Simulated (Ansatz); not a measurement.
**HMgGe, quartet: the ladder up to full CI**

Geometry: a point of a stretch scan, not a stationary point.

```yaml
atoms:
  - { symbol: Ge, position_ang: [0.0000, 0.0000, -2.9637] }
  - { symbol: Mg, position_ang: [0.0000, 0.0000, -0.4111] }
  - { symbol: H, position_ang: [0.0000, 0.0000, 3.3749] }
```

Basis 6-31G (Cartesian d functions); Ansatz 0.2.0. Correlated methods freeze the noble-gas cores and the filled d shells of p-block atoms, which leaves 7 electrons in 25 orbitals. Prefix R: restricted or restricted open-shell reference; prefix U: unrestricted. Active spaces: pair = (5e, 5o) about the gap; valence = (7e, 9o) chosen from the atoms' valence shells. No spin–orbit coupling is included, and no scalar relativity. The metal's outer-core shells are frozen, which leaves out core–valence correlation.

Full CI is exact within this basis and frozen core; it isn't the basis-set limit. The frozen core follows each run's orbitals, which can shift R against U totals by a few meV for light atoms and by up to 0.1 eV past Ca.

For open shells CISD is restricted-active-space CI with the open shells as a complete middle space.

The UHF ⟨S²⟩ is 4.415 and the T1 diagnostic (RCCSD) is 0.0593. The largest doubles amplitude (RCCSD) is 0.195.

```json
{"level": "RMP2", "E − E(RHF) (eV)": "-1.3605"}
{"level": "RCCSD", "E − E(RHF) (eV)": "-1.9640"}
{"level": "RCCSD(T)", "E − E(RHF) (eV)": "-2.0244"}
```

Problem. Estimate how far full CI in 6-31G lies from RCCSD(T). The table doesn't fix it; the size of (T) and the diagnostics are the guide.

Solution. Full CI in 6-31G lies 1.09 mEh below RCCSD(T), which is 49 % of the (T) step (-2.22 mEh). T1 is raised, a doubles amplitude is large, and the rest is a large part of (T).

The other levels:

| level | E − E(full CI) (mEh) | share of correlation (%) | wall time |
| --- | --- | --- | --- |
| CISD | 5.53 | 92.68 | 2.1 s |
| BCCD(T) | 1.28 | 98.30 | 6.5 s |
| RCCSDT | 0.18 | 99.77 | – |
| RCCSDT(Q) | 0.03 | 99.96 | 13 s |
| CASSCF (pair space) | 47.53 | 37.02 | – |
| NEVPT2 (pair space) | 16.13 | 78.63 | 1.8 s |
| MRCISD (pair space) | 4.07 | 94.61 | – |
| MRCISD+Q (pair space) | 1.26 | 98.33 | 2.2 s |
| CASSCF (valence space) | 20.35 | 73.04 | – |
| NEVPT2 (valence space) | 5.45 | 92.78 | 5.5 s |
| MRCISD (valence space) | 0.45 | 99.40 | – |
| MRCISD+Q (valence space) | 0.04 | 99.94 | 7 s |

The correlation energy at full CI, counted from RHF, is -2.054 eV. That run took 2.4 min on 1 thread of Arm Neoverse V1, shared host over 3,993,174 determinants.

Run but not shown, since their state, orbitals or frozen core can't be matched to the reference's or they repeat it: UHF, UMP2, UCCSD, UCCSD(T), UCCSDT, UCCSDT(Q).

Times hold each run's SCF and search for its determinant on a shared host, so for small cases they say little of a method's own cost; they ran on 1 thread of Arm Neoverse V1. Some runs computed forces too.

The full-CI state has the irrep A2 of C2v, in the program's axes (one component, if the state is degenerate).

Natural occupations of full CI about the gap: 1.963 1.780 1.000 0.986 0.986 0.178 0.032 0.032 0.015 0.007; effectively unpaired electrons, Σ n²(2−n)², 3.27.
